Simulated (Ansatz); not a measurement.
Two shapes of singlet Si₂C.

Shape 1:

```xyz
3

Si    0.0000    0.2668   -1.6498
C     0.0000   -0.5336    0.0000
Si    0.0000    0.2668    1.6498
```

Shape 2:

```xyz
3

Si    0.0000    0.2470   -1.5276
C     0.0000   -0.4941    0.0000
Si    0.0000    0.2470    1.5276
```

Basis set: def2-SVP (spherical functions). Correlated methods keep 11 orbitals frozen. Charge 0, multiplicity 1.

Computed with Ansatz (development build ahead of 0.2.0); each method stands on the lowest determinant of its kind that the runs found.

(1) Which shape is lower in energy, and by how much in each method?

Results:

(1)

```csv
method,E(2) − E(1) (eV)
RHF,-0.779
RHF-MP2,-0.414
UHF-MP2,-0.487
RHF-CCSD(T),-0.413
UHF-CCSD(T),-0.419
```

Shape 2 is lower.
